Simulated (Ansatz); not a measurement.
Zinc-blende ZnSe was calculated with PBE in Ansatz (plane waves, PAW).

The same calculation (at the measured cell, 22.761 Å³/atom) with different numerical settings:

| run | k mesh | electronic dielectric constant ε∞ | dielectric constant ε0 (ions relaxed) | TO(Γ) frequency (cm⁻¹) |
|---|---|---|---|---|
| 1 | 4×4×4 | 6.434 | 9.471 | 206.3 |
| 2 | 6×6×6 | 6.934 | 9.933 | 206.4 |
| 3 | 8×8×8 | 7.122 | 10.115 | 206.4 |
| 4 | 12×12×12 | 7.230 | 10.221 | 206.4 |
| 5 | 16×16×16 | 7.255 | 10.245 | 206.4 |
| 6 | 20×20×20 | 7.262 | 10.252 | 206.4 |

In the column high-frequency dielectric constant the first row differs from the last by -0.828 and the next to last by -0.007.

The last row is no converged limit: other settings stay fixed.

Note: the run warned that the k mesh is coarse for the response to a field.

Ansatz is a first-principles code.
